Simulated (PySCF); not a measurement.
# Dipole moment and polarisability across levels of theory

CH2BOH, CH₃BO.
Geometry (PBE0-D3(BJ)/def2-SVP, Å), atoms numbered from 1 in this order:
```xyz
6
CH3BO angstrom
C     -1.0100   -0.0082    0.1068
B      0.3686   -0.1518   -0.0112
O      1.6690   -0.3085   -0.1409
H     -1.5875   -0.5773    0.8392
H     -1.5739    0.6710   -0.5371
H      2.2031    0.2829    0.4037
```

PySCF, dipoles from the SCF density, polarisabilities from static response with core orbitals frozen. Isolated species at its PBE0-D3(BJ)/def2-SVP geometry, gas phase.

Task: Compare the levels for these properties.

Result: 

```json
{"level": "LDA/def2-SVPD", "μ (D)": "2.297", "error (%)": "+1.8", "α (au)": "35.72", "anisotropy (au)": "18.00"}
{"level": "PBE/def2-SVPD", "μ (D)": "2.280", "error (%)": "+1.1", "α (au)": "35.51", "anisotropy (au)": "18.04"}
{"level": "B3LYP/def2-SVPD", "μ (D)": "2.312", "error (%)": "+2.5", "α (au)": "34.71", "anisotropy (au)": "17.35"}
{"level": "PBE0/def2-SVPD", "μ (D)": "2.315", "error (%)": "+2.6", "α (au)": "34.20", "anisotropy (au)": "17.06"}
{"level": "BHandHLYP/def2-SVPD", "μ (D)": "2.352", "error (%)": "+4.3", "α (au)": "33.47", "anisotropy (au)": "16.44"}
{"level": "CAM-B3LYP/def2-SVPD", "μ (D)": "2.349", "error (%)": "+4.1", "α (au)": "34.19", "anisotropy (au)": "17.06"}
{"level": "wB97X-D/def2-SVPD", "μ (D)": "2.353", "error (%)": "+4.3", "α (au)": "34.42", "anisotropy (au)": "16.66"}
{"level": "LC-wPBE/def2-SVPD", "μ (D)": "2.380", "error (%)": "+5.5", "α (au)": "33.30", "anisotropy (au)": "16.92"}
{"level": "HF/def2-SVPD", "μ (D)": "2.436", "error (%)": "+8.0", "α (au)": "32.56", "anisotropy (au)": "15.16"}
{"level": "PBE0/6-31G*", "μ (D)": "2.392", "error (%)": "+6.0", "α (au)": "24.31", "anisotropy (au)": "22.89"}
{"level": "PBE0/def2-SVP", "μ (D)": "2.444", "error (%)": "+8.3", "α (au)": "26.23", "anisotropy (au)": "20.99"}
{"level": "PBE0/6-31+G*", "μ (D)": "2.440", "error (%)": "+8.2", "α (au)": "30.46", "anisotropy (au)": "22.46"}
{"level": "PBE0/aug-cc-pVDZ", "μ (D)": "2.336", "error (%)": "+3.6", "α (au)": "35.22", "anisotropy (au)": "17.64"}
{"level": "PBE0/def2-TZVP", "μ (D)": "2.379", "error (%)": "+5.5", "α (au)": "31.87", "anisotropy (au)": "19.27"}
{"level": "PBE0/def2-TZVPD", "μ (D)": "2.338", "error (%)": "+3.7", "α (au)": "35.34", "anisotropy (au)": "17.00"}
{"level": "PBE0/aug-cc-pVTZ", "μ (D)": "2.344", "error (%)": "+3.9", "α (au)": "35.64", "anisotropy (au)": "17.01"}
```

Reference dipole: 2.256 D (computed, CCSD(T)/CBS, all electrons, equilibrium geometry, gas; Hait, Head-Gordon, J. Chem. Theory Comput. 14 (2018) 1969). The anisotropy is √(½[(α1 − α2)² + (α2 − α3)² + (α3 − α1)²]). For the dipole, the smallest error is 1.1% (PBE/def2-SVPD) and the largest 8.3% (PBE0/def2-SVP). The dipole runs from 2.28 D (PBE/def2-SVPD) to 2.44 D (PBE0/def2-SVP). No reference polarisability is at hand; against PBE0 in the largest diffuse basis at hand (aug-cc-pVTZ) the other PBE0 rows deviate by 6-31G* -32%, def2-SVP -26%, 6-31+G* -15%, def2-SVPD -4%, aug-cc-pVDZ -1%, def2-TZVP -11%, def2-TZVPD -1%. In one basis (def2-SVPD) the functionals order the polarisability from HF (lowest) to LDA (highest), a spread of 10%. With PBE0 the polarisability is 27.47 au without diffuse functions (mean of 6-31G*, def2-SVP and def2-TZVP) and 34.17 au with them (mean of 6-31+G*, def2-SVPD, aug-cc-pVDZ, def2-TZVPD and aug-cc-pVTZ).
